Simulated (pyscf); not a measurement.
This saddle point was located with ωB97X-D3(BJ)/def2-SVPD in PySCF.

```xyz
12

Br    -0.0049     2.6305     1.6727
C     -0.4187    -1.0560     1.6397
C     -1.2461    -0.0849     0.8053
C     -0.3908     0.8290    -0.0321
Cl    -0.2622    -0.5851    -1.9891
H      0.2389    -0.4978     2.3227
H      0.1983    -1.6833     0.9794
H     -1.0668    -1.7136     2.2392
H     -1.8806     0.5384     1.4497
H     -1.9058    -0.6319     0.1182
H     -0.8448     1.5760    -0.6713
H      0.6869     0.7403    -0.0493
```
Charge -1, spin multiplicity 1.

Surface: singlet, charge -1. Lowest wavenumbers (cm⁻¹): 415i, 63, 131, 154, 193.

### Question
Name the species on either side of this saddle.

### Answer
Br⁻ + H₃C–CH₂–CH₂–Cl ⇌ H₃C–CH₂–CH₂–Br + Cl⁻, a substitution at C read from left to right: C–Cl broken and Br–C formed. At ωB97M-D3(BJ)/def2-TZVPD it lies +8.6 kcal/mol from the left side and -0.1 kcal/mol from the right (each side as separated species at their lowest minima found). On the reactant side the descent ends in a bound adduct, 11.1 kcal/mol under the separated species and 20.2 kcal/mol under the saddle at ωB97X-D3(BJ)/def2-TZVPD. On the product side the descent ends in a bound adduct, 12.6 kcal/mol under the separated species and 13.9 kcal/mol under the saddle at ωB97X-D3(BJ)/def2-TZVPD. This is the saddle that the search found; another between the same sides may lie lower. The angle at the attacked C is 164°. Elements up to Kr have no core potential and no relativistic terms here.
